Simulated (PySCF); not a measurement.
NO2, SMILES [O]N=O, multiplicity 2. Atoms are numbered in the order given.

```xyz
3

O      0.0000     1.0931     0.1396
N      0.0000     0.0000    -0.3192
O      0.0000    -1.0931     0.1396
```
Charge 0, spin multiplicity 2.

Coordinates come from a ωB97X-D3(BJ)/def2-TZVP optimisation. The isomer is the one that the SMILES or the coordinates give; other isomers of the formula were not compared.

Method: PBE0/def2-TZVPD in PySCF.

Mulliken values depend strongly on the basis, most of all with diffuse functions as here. ESP charges are fitted to the potential on shells at 1.4 to 2.0 van der Waals radii. Atomic charges (e):

```
atom  Mulliken  meta-Löwdin  ESP fit  Mulliken spin
----  --------  -----------  -------  -------------
O1       -0.29            ?    -0.13           0.27
N2        0.59            ?     0.26           0.46
O3       -0.29            ?    -0.13           0.27
```

### Question
Fill in the missing entries. (The exact figures need the calculation; the answer reports its results.)

### Answer

- O1, meta-Löwdin: -0.24
- N2, meta-Löwdin: 0.49
- O3, meta-Löwdin: -0.24
